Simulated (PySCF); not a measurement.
System (SMILES): Cl (HCl).
Geometry (B3LYP-D3(BJ)/def2-TZVP, fixed):
```xyz
2

Cl     0.0000     0.0000    -0.0712
H      0.0000     0.0000     1.2108
```

How fast the isotropic shielding of Cl1 converges with the basis for several methods (PySCF): deviation from each method's own reference, in ppm. References: HF 945.87 ppm, the value in pcSseg-3; PBE 938.05 ppm, the value in pcSseg-3; PBE0 944.30 ppm, the value in pcSseg-3. All functions are spherical. No added dispersion term, no relativity. GIAO; atoms are numbered in the order shown.

```tsv
basis	functions	HF	PBE	PBE0
def2-SV(P)	20	24.14	4.08	9.03
6-31G*	20	5.24	-17.57	-11.80
6-31G**	23	14.84	-4.31	0.59
6-311G**	32	16.36	4.64	6.88
6-311+G**	36	17.88	6.35	8.44
def2-TZVPD	55	-5.48	-5.48	-5.50
aug-pcseg-2	73	3.44	2.70	2.74
cc-pV(5+d)Z	155	-0.50	0.14	0.12
```

Mean absolute deviation over 6-311G**, 6-311+G**, def2-TZVPD, aug-pcseg-2: PBE 4.80, PBE0 5.89, HF 10.79 ppm.
